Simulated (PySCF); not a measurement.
# Electron affinity of Al by level of theory

Al⁻ [Ne] 3s2 3p2 (3P) → Al [Ne] 3s2 3p1 (2P), as a difference of total energies. Calculation: PySCF 2.14, in dyall-acv3z; scalar relativity by spin-free X2C-1e. Correlated levels: valence: [Ne] frozen; valence and next inner shell: 1s2 frozen; virtual orbitals above 40 to 60 times the deepest correlated orbital energy dropped. The calculations carry no spin-orbit coupling.

```csv
method,electron affinity (eV),error (eV)
UHF,0.008,-0.425
LDA,0.644,+0.211
PBE,0.588,+0.155
PBE0,0.531,+0.098
r2SCAN,0.606,+0.173
PW91,0.607,+0.174
wB97X-V,0.273,-0.160
B3LYP,0.464,+0.031
MP2 (valence),0.358,-0.075
SCS-MP2 (valence),0.256,-0.177
MP2 (valence and next inner shell),0.342,-0.091
SCS-MP2 (valence and next inner shell),0.244,-0.189
```

Reference: 0.433 eV (measured; photodetachment measurements, as compiled on the Wikipedia data page of electron affinities).

Errors of the correlated levels include the incompleteness of this basis and the frozen core.

In the anion the highest occupied orbital energy is positive at LDA, PBE, PBE0, r2SCAN, PW91, B3LYP, a self-interaction effect; the basis confines that electron, and the energy difference can still be sensible.
